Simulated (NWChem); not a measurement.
# Total energies of ethane (C2H6)

```
C
H 1 1.1024
H 1 1.1024 2 107.31
H 1 1.1024 2 107.31 3 115.06
C 1 1.5277 2 111.55 3 -122.47
H 5 1.1024 1 111.55 2 -60.00
H 5 1.1024 6 107.31 1 122.47
H 5 1.1024 6 107.31 7 115.06
```
Charge 0, spin multiplicity 1.

Program: NWChem. Structure: optimised with B3LYP/def2-SVP, a minimum by its harmonic frequencies.

Basis set: STO-3G (16 functions).

```csv
method,total energy (Ha)
RHF,-78.30464
MP2,-78.41273
B2PLYP,-78.72035
PBE,-78.75792
B3LYP,-78.88545
r2SCAN,-78.83144
CCSD(T),-78.45294
```

Total energies of different functionals aren't comparable as a measure of quality: only differences taken within one method are. 

The correlated methods keep 2 core orbitals frozen. B3LYP has NWChem's definition, with VWN1-RPA local correlation. Coupled-cluster values serve here as a point of comparison, not as the truth.
